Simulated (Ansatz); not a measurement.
The cluster C3⁻. Total charge -1; doublet. Geometry r2SCAN-D4/def2-TZVP, that of the neutral singlet; atoms count from 1.

| atom | x (Å) | y (Å) | z (Å) |
| --- | --- | --- | --- |
| C1 | -0.0004 | 0.0003 | 0.0000 |
| C2 | -0.0927 | -0.1782 | 1.2768 |
| C3 | 0.0931 | 0.1780 | -1.2768 |

The highest occupied level of the charge -1 doublet lies above zero (up to 0.09 eV). By energy differences its removal costs 2.22 eV (vertical, to the charge 0 singlet, at PBE0-D4/def2-TZVPD); a positive level beside a positive removal energy at the same level points to self-interaction error. The structure comes from a short search, and lower isomers may exist.

(1) Estimate the Mulliken populations from the PBE0/def2-TZVPD orbitals of Ansatz.

(2) Where does the spin sit?

(3) And the Mayer bond orders between bonded heavy atoms (over 0.3)?

## Answers

(1) 
```
atom  charge (e)  spin (α − β)
  C1        0.77          0.00
  C2       -0.88          0.50
  C3       -0.88          0.50
```
Mulliken values and Mayer orders depend strongly on the basis. With diffuse functions, as here, like atoms can get unlike values, and bond orders can come out too low or too high.

(2) Summed by element: C 1.00, of 1 unpaired in all. Largest on single atoms: C2 0.50, C3 0.50, C1 0.00.

(3) C1–C2 0.30 (1.29 Å); C1–C3 0.30 (1.29 Å). Values over 0.3 also appear between atoms too far apart for a bond (C2–C3 0.56 at 2.59 Å); they arise where an orbital or an unpaired electron spreads over both atoms.
